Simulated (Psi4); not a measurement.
# BHF2 (SMILES FBF) at BLYP/def2-TZVPP

What is the vertical singlet–triplet gap of BHF2 at BLYP/def2-TZVPP? 

The results are computed with Psi4 1.11.

2 further runs of the same task are left out: 2 set aside as unsound or not needed.

## (1) The structure to begin with

The species is BHF2 (4 atoms), meant as a singlet with charge 0. SMILES: `FBF`. Geometry: relaxed at PBE0-D4/def2-TZVP.

Bond lengths: F1–B2 1.313 Å, B2–F3 1.313 Å, B2–H4 1.191 Å. Angles: F1–B2–F3 118.1°, F1–B2–H4 121.0°, F3–B2–H4 121.0°.

## (2) Energy and gradient at BLYP/def2-TZVPP

File input.inp:

```
memory 1600 MB

molecule {
  0 1
  F      2.18131087     0.86341587    -0.68389188
  B     -0.00359048    -0.05858151     0.04762110
  F     -2.07000600     0.99909820    -0.82940080
  H     -0.10771439    -1.80393256     1.46567158
  units bohr
  symmetry c1
}

set {
  puream true
  e_convergence 1e-09
  d_convergence 1e-08
  scf_type pk
  dft_radial_points 99
  dft_spherical_points 590
}

result, w = gradient('blyp/def2-TZVPP', return_wfn=True)
oeprop(w, 'WIBERG_LOWDIN_INDICES', 'MAYER_INDICES', 'MULLIKEN_CHARGES', title='BLYP')
```

Started as:

```sh
$ psi4 -i input.inp -o input.out -n 1
```

input.out:

```text
[...]
  Running in c1 symmetry.
[...]
  Nuclear repulsion =   61.888554693034997
[...]
  Multiplicity = 1
[...]
  Nalpha       = 12
  Nbeta        = 12
[...]
    Number of basis functions: 107
[...]
   @RKS iter   1:  -225.21812931090165   -3.82242e-01   5.33803e-03 ADIIS/DIIS
[...]
   @RKS iter  10:  -225.32476254100121   -2.21689e-12   4.12182e-09 DIIS
[...]
    Orbital Energies [Eh]
    ---------------------
    Doubly Occupied:
       1A    -24.311086     2A    -24.311050     3A     -6.635804
       4A     -1.142066     5A     -1.114431     6A     -0.524371
       7A     -0.479938     8A     -0.457704     9A     -0.441050
      10A     -0.389741    11A     -0.370182    12A     -0.333613
[...]
  @RKS Final Energy:  -225.32476254100121
   => Energetics <=
    Nuclear Repulsion Energy =             61.8885546930349975
    One-Electron Energy =                -435.1607417945675707
    Two-Electron Energy =                 173.3424618972343296
    DFT Exchange-Correlation Energy =     -25.3950373367029769
    Empirical Dispersion Energy =           0.0000000000000000
    VV10 Nonlocal Energy =                  0.0000000000000000
    Total Energy =                       -225.3247625410012063
[...]
 Multipole Moments:
 ------------------------------------------------------------------------------------
     Multipole            Electronic (a.u.)      Nuclear  (a.u.)        Total (a.u.)
 ------------------------------------------------------------------------------------
 L = 1.  Multiply by 2.5417464519 to convert [e a0] to [Debye]
 Dipole X            :          0.0530340           -0.0675938           -0.0145598
 Dipole Y            :          0.8921511           -1.1322755           -0.2401244
 Dipole Z            :         -0.7248365            0.9199550            0.1951184
 Magnitude           :                                                    0.3097465
[...]
  -Total Gradient:
     Atom            X                  Y                   Z
    ------   -----------------  -----------------  -----------------
       1       -0.014778341826    -0.005351013545     0.004226714689
       2        0.000589380805     0.011161402348    -0.009065121499
       3        0.014155311833    -0.006305858895     0.005242563445
       4        0.000032060660     0.000468921432    -0.000382566193
[...]
  Mulliken Charges: (a.u.)
   Center  Symbol    Alpha    Beta     Spin     Total
       1     F     4.60033  4.60033  0.00000 -0.20065
       2     B     2.30298  2.30298  0.00000  0.39405
       3     F     4.60027  4.60027  0.00000 -0.20055
       4     H     0.49643  0.49643  0.00000  0.00715
   Total alpha = 12.00000, Total beta = 12.00000, Total charge =  0.00000
  Mayer Bond Indices:
[...]
```

It took 17 s on 1 thread of Intel Xeon Platinum 8488C (Sapphire Rapids), shared host; peak memory 0.58 GiB.

## (3) The triplet: a single-point energy at UBLYP/def2-TZVPP

File input.in:

```
memory 1600 MB

molecule {
  0 3
  F
  B 1 1.313275
  F 2 1.313162 1 118.0734
  H 2 1.191291 3 120.9677 1 -179.99789
  units angstrom
  symmetry c1
}

set {
  basis                def2-TZVPP
  reference            uks
  puream               true
  e_convergence        1e-09
  d_convergence        1e-08
  scf_type             pk
  dft_radial_points    99
  dft_spherical_points 590
  maxiter              100
}

energy_value, wavefunction = energy("blyp", return_wfn=True)
```

Started as:

```sh
$ psi4 -i input.in -o input.out -n 1
```

input.out:

```text
[...]
  Running in c1 symmetry.
[...]
  Nuclear repulsion =   61.888559216060209
[...]
  Multiplicity = 3
[...]
  Nalpha       = 13
  Nbeta        = 11
[...]
    Number of basis functions: 107
[...]
   @UKS iter   1:  -224.95037163941353   -1.14484e-01   4.52427e-03 ADIIS/DIIS
[...]
   @UKS iter  12:  -225.05142810141768   -3.04112e-12   1.90920e-09 DIIS
[...]
   @S^2 Observed:                2.002507861E+00
[...]
    Orbital Energies [Eh]
    ---------------------
    Alpha Occupied:
       1A    -24.336500     2A    -24.336487     3A     -6.609572
       4A     -1.161882     5A     -1.136378     6A     -0.553267
       7A     -0.503619     8A     -0.502179     9A     -0.453434
      10A     -0.404010    11A     -0.403917    12A     -0.399107
      13A     -0.078561
    Alpha Virtual:
      14A      0.008876    15A      0.041086    16A      0.043167
      17A      0.099907    18A      0.119343    19A      0.252567
      20A      0.260460    21A      0.355566    22A      0.365367
      23A      0.386700    24A      0.406082    25A      0.468295
[...]
  @UKS Final Energy:  -225.05142810141768
   => Energetics <=
    Nuclear Repulsion Energy =             61.8885592160602087
    One-Electron Energy =                -434.6134051630074282
    Two-Electron Energy =                 173.0084091662782555
    DFT Exchange-Correlation Energy =     -25.3349913207487454
    Empirical Dispersion Energy =           0.0000000000000000
    VV10 Nonlocal Energy =                  0.0000000000000000
    Total Energy =                       -225.0514281014176845
[...]
 Multipole Moments:
 ------------------------------------------------------------------------------------
     Multipole            Electronic (a.u.)      Nuclear  (a.u.)        Total (a.u.)
 ------------------------------------------------------------------------------------
 L = 1.  Multiply by 2.5417464519 to convert [e a0] to [Debye]
 Dipole X            :          0.0000194            0.0000367            0.0000561
 Dipole Y            :         -0.8291882            1.2523726            0.4231844
 Dipole Z            :         -0.4973797            0.7513308            0.2539511
 Magnitude           :                                                    0.4935344
[...]
```

Wall time 17 s (1 thread of Intel Xeon Platinum 8488C (Sapphire Rapids), shared host); peak memory 0.58 GiB.

## (4) What came out

Level: BLYP/def2-TZVPP.

| quantity | value |
| --- | --- |
| singlet: total energy | -225.32476 Eh |
| singlet: dipole moment | 0.79 D |
| singlet: HOMO energy | -9.08 eV |
| singlet: LUMO energy | -1.29 eV |
| singlet: HOMO–LUMO gap | 7.79 eV |
| singlet: largest force on an atom | 0.841 eV/Å |
| triplet: total energy | -225.05143 Eh |
| triplet: dipole moment | 1.25 D |
| triplet: HOMO energy (highest over α and β) | -2.14 eV |
| triplet: ⟨S²⟩ | 2.003 |
| vertical energy of the triplet above the singlet | 7.438 eV |

What this shows: At this shape the triplet lies 7.44 eV (718 kJ/mol) above the singlet. The largest force (singlet) is 0.84 eV/Å: the shape isn't a stationary point for this species at this level.
